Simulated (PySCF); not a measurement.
# wB97X-V/6-31G run of H3O+ (oxonium)

What is the vertical ionisation energy of H3O+ (oxonium) at wB97X-V/6-31G? 

The calculation is run with PySCF 2.14.0.

5 further runs of the same task are left out: 5 set aside as unsound or not needed.

## (1) The molecule

H3O+: 4 atoms, total charge +1, spin state singlet. As SMILES, `[OH3+]`. The coordinates come from a GFN2-xTB relaxation.

Bond lengths: O1–H2 0.983 Å, O1–H3 0.983 Å, O1–H4 0.984 Å. Angles: H2–O1–H3 112.0°, H2–O1–H4 112.0°, H3–O1–H4 112.0°.

## (2) A single-point energy at wB97X-V/6-31G

job.py

```python
from pyscf import gto, dft

mol = gto.M(
    atom='O 0.196050 -0.061020 -0.056900; H 0.214230 0.919440 0.016470; H -0.413410 -0.366620 -0.765680; H 0.003130 -0.491800 0.806120',
    basis='6-31g',
    verbose=3,
    charge=1,
    max_memory=1860,
)

mf = dft.RKS(mol, xc='wb97x-v')
mf.grids.level = 5
mf.conv_tol = 1e-10
mf.nlcgrids.level = 1
mf.kernel()
if not mf.converged:
    mf = mf.newton().run(mf.mo_coeff, mf.mo_occ)

energy = mf.e_tot
print('E(%s) = %.9f' % ('WB97X-V', energy))
```

Command:

```bash
OMP_NUM_THREADS=1 python job.py
```

The program printed:

```text
converged SCF energy = -76.6407527581332
E(WB97X-V) = -76.640752758
```

It took 5.7 s on 1 thread of Arm Neoverse V2, shared host; peak memory 0.16 GiB.

## (3) Doublet [H3O]2+

input.py

```python
from pyscf import gto, dft

mol = gto.M(
    atom='O 0.196050 -0.061020 -0.056900; H 0.214230 0.919440 0.016470; H -0.413410 -0.366620 -0.765680; H 0.003130 -0.491800 0.806120',
    charge=2,
    verbose=4,
    max_memory=1860,
    basis='6-31g',
    spin=1,
)

ks = dft.UKS(mol, xc='wb97x-v')
ks.conv_tol = 1e-10
ks.nlcgrids.level = 1
ks.grids.level = 5
ks.kernel()
if not ks.converged:
    ks = ks.newton().run(ks.mo_coeff, ks.mo_occ)

etot = ks.e_tot
print('E(%s) = %.9f' % ('WB97X-V', etot))
```

Command:

```bash
OMP_NUM_THREADS=1 python input.py
```

The program printed:

```text
PySCF version 2.14.0

[INPUT] num. atoms = 4
[INPUT] num. electrons = 9
[INPUT] charge = 2
[INPUT] spin (= nelec alpha-beta = 2S) = 1
[INPUT] symmetry False subgroup None
[INPUT] Mole.unit = angstrom
[INPUT] Symbol           X                Y                Z      unit          X                Y                Z       unit  Magmom
[INPUT]  1 O      0.196050000000  -0.061020000000  -0.056900000000 AA    0.370480806721  -0.115311088121  -0.107525416488 Bohr   0.0
[INPUT]  2 H      0.214230000000   0.919440000000   0.016470000000 AA    0.404836027666   1.737489787970   0.031123789272 Bohr   0.0
[INPUT]  3 H     -0.413410000000  -0.366620000000  -0.765680000000 AA   -0.781231677156  -0.692811391788  -1.446925499057 Bohr   0.0
[INPUT]  4 H      0.003130000000  -0.491800000000   0.806120000000 AA    0.005914842770  -0.929367308061   1.523346023534 Bohr   0.0

[... 52 lines left out ...]
WARN: HOMO -0.511150871742146 >= LUMO -0.511150871742145
[... 34 lines left out ...]
converged SCF energy = -75.7349642169731  <S^2> = 0.75183887  2S+1 = 2.001838
E(WB97X-V) = -75.734964217
```

Wall time 6.6 s (1 thread of Arm Neoverse V2, shared host); peak memory 0.18 GiB.

## (4) Outcome

Level: wB97X-V/6-31G.

| quantity | value |
| --- | --- |
| singlet H3O+: total energy | -76.64075 Eh |
| singlet H3O+: HOMO energy | -23.00 eV |
| singlet H3O+: LUMO energy | -4.61 eV |
| singlet H3O+: HOMO–LUMO gap | 18.39 eV |
| doublet [H3O]2+: total energy | -75.73496 Eh |
| doublet [H3O]2+: HOMO energy (highest over α and β) | -39.74 eV |
| doublet [H3O]2+: LUMO energy (lowest over α and β) | -26.18 eV |
| doublet [H3O]2+: ⟨S²⟩ | 0.752 |
| vertical ionisation energy (to the doublet dication) | 24.648 eV |

**Reading.** The vertical ionisation energy comes to 24.65 eV (568 kcal/mol). The negative HOMO energy of the first species, 23.00 eV, lies 1.64 eV below that difference. Mulliken charges (singlet H3O+) run from -0.60 on O1 to +0.53 on H3.
